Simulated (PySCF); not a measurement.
Compound: C3H3FO2.
Structure used (PBE0-D3(BJ)/def2-SVP), in Å, numbered top down from 1:
```
atom  x, y, z in Å
C1    -1.3418    0.5124    0.3319
C2    -0.4501   -0.4760    0.3470
F3    -0.7157   -1.6564    0.8835
C4     0.9295   -0.4080   -0.2150
O5     1.7099   -1.3188   -0.1826
O6     1.1964    0.7851   -0.7586
H7    -1.0788    1.4669   -0.1212
H8    -2.3314    0.3711    0.7698
H9     2.1044    0.7362   -1.0939
```

Theory: TDDFT wB97X-D/def2-SVPD, vertical, gas phase, core orbitals frozen in the response (PySCF).

Computed states:

```json
{"state": "S1", "E (eV)": "5.21", "f": "0.0000"}
{"state": "S2", "E (eV)": "6.22", "f": "0.313"}
{"state": "S3", "E (eV)": "7.49", "f": "0.090"}
{"state": "S4", "E (eV)": "7.93", "f": "0.0032"}
{"state": "S5", "E (eV)": "8.04", "f": "0.035"}
{"state": "S6", "E (eV)": "8.35", "f": "0.067"}
{"state": "S7", "E (eV)": "8.82", "f": "0.0018"}
{"state": "S8", "E (eV)": "8.89", "f": "0.0097"}
{"state": "S9", "E (eV)": "8.94", "f": "0.0052"}
{"state": "S10", "E (eV)": "9.00", "f": "0.0049"}
```

Each state is given a Gaussian of 0.25 eV full width at half maximum, with ε(max) = 2.175×10⁸ f / Δν̃ (Δν̃ the width in cm⁻¹). The width is an assumption, not a result. The curve ends short of the highest state used, and states not computed would add to its high-energy end.

(1) What does the envelope look like, and where are its maxima?

(2) Does any computed singlet lie in the visible range?

(3) On this curve, what absorbance would a 10⁻⁵ mol/L sample give at 193 nm over a 1 cm path?

(4) Coming from long wavelengths, where does ε first pass 100 L mol⁻¹ cm⁻¹?

Results:

(1) 
```csv
E (eV),ε (L mol⁻¹ cm⁻¹)
4.84,0
4.94,0
5.04,1
5.14,3
5.24,3
5.35,1
5.45,0
5.55,0
5.65,0
5.75,2
5.85,74
5.96,1624
6.06,10613
6.16,28566
6.26,31663
6.36,14452
6.47,2189
6.57,155
6.67,5
6.77,0
6.87,0
6.97,0
7.08,5
7.18,121
7.28,1263
7.38,5439
7.48,9649
7.59,6507
7.69,1834
7.79,585
7.89,1724
7.99,3685
8.09,3852
8.20,3997
8.30,6738
8.40,6358
```

Maxima: 199 nm (6.22 eV), ε about 34000, made up of S2 (100%); 165 nm (7.49 eV), ε about 9700, made up of S3 (100%); 154 nm (8.04 eV), ε about 4100, made up of S5 (92%); 149 nm (8.34 eV), ε about 7300, made up of S6 (99%) (ε in L mol⁻¹ cm⁻¹; maxima over ε = 5, shares over 10%).

(2) No computed singlet lies in the visible range (380 to 750 nm); the lowest, at 238 nm, stands 1.95 eV above its violet end (3.26 eV).

(3) 193 nm is 6.424 eV, where ε is about 5500 L mol⁻¹ cm⁻¹, so A = ε c l ≈ 0.055 (Beer–Lambert, with the gas-phase spectrum and the assumed width).

(4) At about 212 nm (5.86 eV), 0.65 eV above S1.

All these states lie below the vertical ionisation energy of 10.71 eV (ΔSCF).

Hardware: one thread, x86-64 server, on a shared host. Cost: 41 s of wall time.

One conformer stands for the species.
